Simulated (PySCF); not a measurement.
FSN: PBE0 against B3LYP

Base calculation in PySCF with density fitting and no spin–orbit coupling, PBE0/def2-TZVP (no relativity): singlet, Cs, S–F 1.642 Å, S–N 1.436 Å; F–S–N 116.3°; wavenumbers 392, 685, 1447 cm⁻¹; dipole moment 1.94 D, gap between the highest occupied and lowest empty levels 5.73 eV, polar-tensor charge of S 0.90 e, atomisation energy (no zero-point energy) 829 kJ/mol.

Problem. What changes on going to B3LYP/def2-TZVP (no relativity)?

Solution. The point group stays the same. Changes: mean bond to S +0.015 Å, smallest bond angle +0.2 degrees, highest wavenumber -31 cm⁻¹, lowest wavenumber -18 cm⁻¹, dipole moment +0.05 D, gap between the highest occupied and lowest empty levels -0.51 eV, polar-tensor charge of S 0.00 e, atomisation energy (no zero-point energy) +5 kJ/mol. The new structure has S–F 1.669 Å, S–N 1.440 Å; F–S–N 116.5°, with wavenumbers 374, 641, 1416 cm⁻¹.

Each species is the lowest minimum found with this bonding; other isomers or fragments can lie lower.
